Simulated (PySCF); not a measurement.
Compound: silanimine, H3NSi.
Atom-mapped SMILES: `[NH:1]=[SiH2:2]`

Cartesian coordinates in Å at the GFN2-xTB level; atoms count from 1:
```xyz
5
H3NSi angstrom
N      1.086   -0.466   -0.030
Si    -0.441    0.039   -0.029
H      1.895    0.103    0.167
H     -1.416   -0.989   -0.347
H     -1.114    1.316    0.221
```

Theory: delta-SCF UKS SCAN, pcX-2 on the ionised atom, pcseg-1 elsewhere, spin-free X2C in PySCF. Every row has its own mixed basis.

```csv
ionised atom,basis functions,E(ionised) (Eh),binding energy (eV)
N1,78,-331.76141,403.546
Si2,89,-278.73976,1847.548
```

Task: Fill in the total energy of each ground state.

Result: With binding energy = E(ionised) − E(ground) and 27.2114 eV a hartree:

| atom | binding energy (Eh) | E(ground) (Eh) |
| --- | --- | --- |
| N1 | 14.8300 | -346.5915 |
| Si2 | 67.8961 | -346.6359 |

Task: How much do the ground-state energies differ, and what would follow from using one of them for all holes?

Result: They run from -346.6359 Eh (core basis on Si2) to -346.5915 Eh (on N1), 0.0444 Eh or 1.21 eV apart, for one and the same state in different bases and grids. Pairing the ion of N1 with the ground state of Si2 would put its binding energy 1.21 eV too high.

Only 1s holes are shown. Spin contamination (⟨S²⟩ against 0.75 for a pure doublet) is marked for Si 1s of Si2 (0.89), which makes this value less certain. Geometry: GFN2-xTB; no solvent, vibrations or thermal averaging.
